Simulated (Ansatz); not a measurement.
# [Cl···H···H], doublet: transfer scan

Starting geometry:

```xyz
3

Cl    0.0000    0.0000   -1.2983
H     0.0000    0.0000   -0.0195
H     0.0000    0.0000    1.3177
```

From there H2 is moved from one fragment to the other while all else, the fragments' distance too, stays fixed, so the hump isn't the reaction's barrier; atoms are numbered as listed. Energies are in kJ/mol, counted from the starting geometry at the same level.

Basis cc-pVDZ; Ansatz 0.2.0. Correlated methods freeze the noble-gas cores. R marks a restricted (for open shells ROHF) determinant, U an unrestricted one.

Full CI is exact within this basis and frozen core; it isn't the basis-set limit. The frozen core follows each run's orbitals, which can shift R against U totals by a few meV.

| distance Cl1-H2 (Å) | UHF |
| --- | --- |
| 1.189 | 14.6 |
| 1.279 | 0.0 |
| 1.363 | 8.1 |
| 1.448 | 24.0 |
| 1.533 | 35.6 |
| 1.617 | 33.7 |
| 1.702 | 17.4 |
| 1.786 | -4.3 |
| 1.871 | -17.8 |

Question: Estimate the full CI curve in cc-pVDZ from this one, knowing how UHF errs.

Answer: The computed full CI values, in kJ/mol from the starting point, and the error of UHF against them:
| distance Cl1-H2 (Å) | full CI | UHF less full CI |
| --- | --- | --- |
| 1.189 | 20.8 | -6.2 |
| 1.279 | 0.0 | 0.0 |
| 1.363 | 1.5 | 6.6 |
| 1.448 | 10.7 | 13.3 |
| 1.533 | 17.5 | 18.1 |
| 1.617 | 15.2 | 18.5 |
| 1.702 | 3.7 | 13.7 |
| 1.786 | -10.2 | 5.8 |
| 1.871 | -15.1 | -2.7 |

The error spans 24.7 kJ/mol and is largest, 18.5 kJ/mol, at 1.617 Å.
